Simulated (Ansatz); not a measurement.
For rhombohedral A7 Sb, PBE-D3(BJ) in Ansatz (PAW) gives:

* **equilibrium lattice constant a**: 4.322 Å
* **c axis length**: 11.041 Å

**Question.** What does r²SCAN+rVV10 in Ansatz (PAW) give for the same quantities?

**Answer.** 
- lattice constant a: 4.329 Å (goes up by 0.2 %)
- lattice parameter c: 11.341 Å (grows by 2.7 %)

For comparison: lattice constant a 4.301 Å (measured, 78 K, zero-point motion not removed; as tabulated in Schiferl, Barrett, J. Appl. Cryst. 2, 30 (1969), COD 9009654); lattice parameter c 11.232 Å (measured, 78 K, zero-point motion not removed; as tabulated in Schiferl, Barrett, J. Appl. Cryst. 2, 30 (1969), COD 9009654).

Changes are worked out from the printed values.

Unless a cell is named, each level is at its own relaxed cell (PBE-D3(BJ) 29.77, r²SCAN+rVV10 30.67 Å³/atom).

Ansatz's density-functional and Hartree–Fock values are scalar-relativistic unless marked +SOC, with PAW data made under PBE.

Ansatz is a first-principles code.
